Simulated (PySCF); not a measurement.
Molecule: `InChI=1S/C4H6O/c1-2-3-4-5/h3H,2H2,1H3`.

Cartesian coordinates in Å; atom numbers follow the order of the lines, from 1:
```xyz
11

C    -1.3760   -0.0877    0.3831
C    -0.1835   -0.4067   -0.5159
C     0.9529    0.5586   -0.2790
C     2.0780    0.2259    0.2607
O     3.0984   -0.0861    0.7305
H    -1.7322    0.9236    0.2002
H    -1.0958   -0.1695    1.4308
H    -2.1901   -0.7817    0.1871
H    -0.4898   -0.3407   -1.5632
H     0.1595   -1.4248   -0.3261
H     0.7842    1.5916   -0.5342
```

Frames of a GFN2-xTB Langevin trajectory at 200 K; GIAO PBE0/pcSseg-1 shieldings in PySCF 2.14.0 with density-fitted response routines, gas phase, non-relativistic; equivalent atoms averaged within each frame.

δ = σ(ref) − σ, references computed at the same level: ¹³C (σref 186.93), ¹H (σref 31.72) against TMS; ¹⁷O (σref 336.08) vs H2O. The references are static minima.

How do the shifts (ppm) fluctuate along the trajectory?

## Answers


```tsv
time (fs)	C4	C1	C3	C2	O5	H11	H9/H10	H6/H7/H8
optimised geometry	204.7	21.7	20.3	20.1	386.0	2.71	2.10	1.18
250	204.4	23.2	21.7	20.4	390.4	2.57	1.94	1.04
425	214.0	20.8	29.2	18.4	410.0	3.97	1.69	0.91
625	195.0	20.7	17.7	18.9	366.3	2.25	2.57	1.43
800	200.2	18.7	18.4	14.8	378.8	2.31	1.95	1.11
1000	202.6	20.2	17.7	15.8	397.1	2.23	2.04	0.72
mean of frames	203.2	20.7	21.0	17.7	388.5	2.67	2.04	1.04
standard deviation	7.0	1.6	4.9	2.3	16.8	0.74	0.32	0.26
```

5 frames give an uncertainty of the mean of about the standard deviation over 2.2 at best, since frames this close in time may not be independent; classical motion lacks zero-point vibration, and the reference would need the same averaging.
